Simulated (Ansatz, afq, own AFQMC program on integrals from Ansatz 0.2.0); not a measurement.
Where AFQMC and coupled cluster stand for SiO, singlet

```tsv
atom	x (Å)	y (Å)	z (Å)
Si	0.0000	0.0000	0.0000
O	0.0000	0.0000	1.6300
```

Basis 6-31G. Only valence electrons are correlated. AFQMC by an in-house program on the Cholesky factors that Ansatz 0.2.0 writes for its CCSD(T) run. The CISD trial takes its coefficients from CCSD amplitudes. Released means that phaseless walkers are propagated on without the constraint, phases kept. Error bars are statistical, one sigma.

Determinant: RHF, the one that the program's search chose, which needn't be the lowest solution. The geometry is a point of a scan.

Full CI is exact in this basis; its frozen core comes from its own orbitals, which moves totals by up to a few meV.

Cautions: higher spins were not checked; strong correlation (T1 0.041, weight of the determinant 0.87, largest double 0.10); (T) is large, 6 % of the CCSD correlation; full CI with its own frozen core.

The T1 diagnostic is 0.0412 and the weight of the determinant in the CISD state is 0.875. The size of the correlated space is 10 electrons in 16 orbitals.

Reference: full CI, correlation energy -5.873 eV. The released energy is read at 1.50 1/Eh (meV from the phaseless value at times in 1/Eh: -5 ± 39 at 0.24, -21 ± 22 at 0.50, -11 ± 12 at 1.00, 3 ± 17 at 1.50). CCSDTQ lies 3.4 meV below full CI, in part by the other frozen core, which shifts every row alike, so rows that close can't be ranked against it.

| level | E − E(reference) (kJ/mol) | share of correlation (%) |
| --- | --- | --- |
| HF | 566.7 | 0.00 |
| MP2 | 1.1 | 99.80 |
| CCSD | 37.0 | 93.47 |
| CCSD(T) | 4.3 | 99.24 |
| CCSDT | 3.5 | 99.38 |
| CCSDT(Q) | -1.2 | 100.22 |
| CCSDTQ | -0.3 | 100.06 |
| ph-AFQMC/CISD | 0.2 ± 2.9 | 99.97 |
| released AFQMC | 0.5 ± 1.6 | 99.91 |

CCSDT and higher add their correlation energy to the determinant of the CCSD(T) run, since their own runs factorise the integrals more tightly (a shift of under 2 meV). A walk keeps the symmetry of its determinant, which the program's search chose and which needn't be the lowest solution, so a lower state of the same spin and another symmetry isn't excluded. Released energies are given only where the last usable release times agree within the noise; a slower fall can still hide under it.
